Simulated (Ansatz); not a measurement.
# Platinum, fcc under BLYP: ground state and equation of state

The plan for platinum in the fcc structure: relax it, solve it on a dense k-mesh, switch on spin-orbit coupling, then scale the cell to 7 volumes from 88 to 112 % of the relaxed one and try a fit of the equation of state. The start is ferromagnetic. The k-meshes are 14×14×14 for the relaxation; 22×22×22 for the dense run; 13×13×13 for spin-orbit coupling; 22×22×22 for the volumes. It starts from a deposited cell (COD).

Method: DFT BLYP, plane waves (420 eV) with PAW, scalar-relativistic; the PAW data stem from PBE, with regenerated cores, in Ansatz 0.2.0.

## (1) The structure to begin with

Symmetry: Fm-3m, No. 225, cubic system. The conventional cell has a = 3.923 Å, b = 3.923 Å, c = 3.923 Å, α = 90.00°, β = 90.00°, γ = 90.00°. Pt (site symmetry m-3m) has 12 Pt at 2.77 Å as nearest neighbours.

Structure file:

```cif
data_structure
_symmetry_space_group_name_H-M 'P 1'
_symmetry_Int_Tables_number 1
_cell_length_a 2.7741
_cell_length_b 2.7741
_cell_length_c 2.7741
_cell_angle_alpha 60.000
_cell_angle_beta 60.000
_cell_angle_gamma 60.000
_cell_volume 15.09
loop_
_atom_site_label
_atom_site_type_symbol
_atom_site_fract_x
_atom_site_fract_y
_atom_site_fract_z
_atom_site_occupancy
Pt1 Pt 0.00000 0.00000 0.00000 1
```

The atoms start with moments of +1 μB.

## (2) Relaxing cell and atoms

File input.yaml:

```yaml
crystal:
  lattice:
    - [0.0, 1.96155, 1.96155]
    - [1.96155, 0.0, 1.96155]
    - [1.96155, 1.96155, 0.0]
  atoms:
    - { symbol: Pt, position: [0.0, 0.0, 0.0], spin: 1.0 }
hamiltonian:
  xc: blyp
  pseudopotentials:
    kind: paw
    azcp:
      Pt: "pseudopotentials/Pt.paw.azcp"
basis:
  ecutwfc: 420
  fft_grid_basis: typed
kpoints:
  mp_grid: { grid: [14, 14, 14], shift: [0, 0, 0] }
magnetization:
  spin_polarized: true
scf:
  occupations: { method: fermi_dirac, width: 0.05 }
relax:
  max_steps: 60
  f_tol: 0.01
  cell: {}
```

The runs that follow: The energy on a finer k-mesh; Spin-orbit coupling switched on; Volume × 0.88; Volume × 0.92; Volume × 0.96; Volume × 1.0; Volume × 1.04; Volume × 1.08; Volume × 1.12.

Q: Predict the outcome of this session. Wanted: space group; conventional cell; volume; shortest distance; gap on the mesh; magnetic state; V₀, B₀, B₀′.

**Answer**, as computed:

| quantity | value |
| --- | --- |
| space group (spins left aside) | Fm-3m (No. 225) |
| conventional cell | a = 4.051 Å |
| volume | 16.621 Å³/atom |
| shortest distance | 2.865 Å |
| against the deposited volume | +10.1 % (15.095 Å³/atom) |
| gap on the mesh | none (levels filled in part) |
| magnetic state | non-magnetic |
| V₀, B₀, B₀′ | 16.616 Å³/atom, 199 GPa, 5.6 |

**Reading.** The relaxed volume lies 10.1 % above the deposited cell. Cells that are too large are usual for this functional. The moments die out: the run ends non-magnetic. Levels at the Fermi energy are filled in part, as in a metal. The total energy of the spin-orbit run lies -35.1 eV/atom from the scalar one, but the two kinds of run don't share a zero of energy: only differences within one kind count. B₀ comes out at 199 GPa.
